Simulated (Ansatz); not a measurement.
# C4N2: the cost of one run

Method: the levels named in each step, in Ansatz 0.2.0.

## Step 1: Starting point

Bond lengths: N1–C2 1.149 Å, C2–C3 1.359 Å, C3–C4 1.215 Å, C4–C5 1.359 Å, C5–N6 1.149 Å. Angles: N1–C2–C3 180.0°, C2–C3–C4 180.0°, C3–C4–C5 180.0°, C4–C5–N6 180.0°.

Coordinates:

```xyz
6

N     0.0000    0.0000   -3.1158
C     0.0000    0.0000   -1.9668
C     0.0000    0.0000   -0.6076
C     0.0000    0.0000    0.6076
C     0.0000    0.0000    1.9668
N     0.0000    0.0000    3.1158
```

## Step 2: A rough first relaxation, PBE-D4/def2-SVP

This run stands in another session on the same molecule. It ended at:

```xyz
6

N     0.0000    0.0000   -3.1655
C     0.0000    0.0000   -1.9854
C     0.0000    0.0000   -0.6178
C     0.0000    0.0000    0.6178
C     0.0000    0.0000    1.9854
N     0.0000    0.0000    3.1655
```

## Step 3: Relaxation, r2SCAN-D4/def2-TZVPP

The input, input.yaml:

```yaml
crystal:
  periodic: [false, false, false]
  atoms:
    - { symbol: "N", position_ang: [0.0, 0.0, -3.16552127] }
    - { symbol: C, position_ang: [0.0, 0.0, -1.9854136] }
    - { symbol: C, position_ang: [0.0, 0.0, -0.61784044] }
    - { symbol: C, position_ang: [0.0, 0.0, 0.61783853] }
    - { symbol: C, position_ang: [0.0, 0.0, 1.98541474] }
    - { symbol: "N", position_ang: [0.0, 0.0, 3.16552204] }
basis:
  gaussian: { orbitals: def2-TZVPP }
hamiltonian:
  xc: r2scan
  dispersion: d4
relax:
  f_tol: 0.002
  max_steps: 150
```

Launch:

```bash
$ ansatz run input.yaml --threads 4 --pin off --max-ram 10240MiB --backend cpu --events-out ev --progress --plain --runs-dir out
```

Q: Estimate wall time and peak memory on 4 threads of Intel Xeon at 2.50GHz (Skylake/Cascade Lake), shared host.

About 24 s, with a peak of 0.37 GiB.
